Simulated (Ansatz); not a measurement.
HfO₂ (P2₁/c, No. 14) was calculated with PBE-D4 (plane waves, PAW; Ansatz, a program for electronic structure).

Run with plane-wave cutoff 500 eV, 8×8×8 k mesh, gaussian smearing 0.02 eV, scalar-relativistic PAW data made under PBE.

Computed at the level's own relaxed cell.

**Question.** Give the computed volume per atom and band gap.

**Answer.** 
- volume per atom = 11.65 Å³/atom
- band gap = 4.05 eV (on the SCF k mesh)

Measured, for comparison: band gap 5.7 eV (temperature not stated, not corrected to a static lattice, our sources range from 5.70 to 5.84; as tabulated in Choudhary et al. (2018), arXiv:1804.01032).

Note: the relaxation could not lower the start's symmetry, so the cell can be a saddle point above a distorted one.

Spin–orbit coupling is not included.

The computed numbers hold no vibrational or temperature effects.

It cost very roughly 10 core-minutes of CPU time.
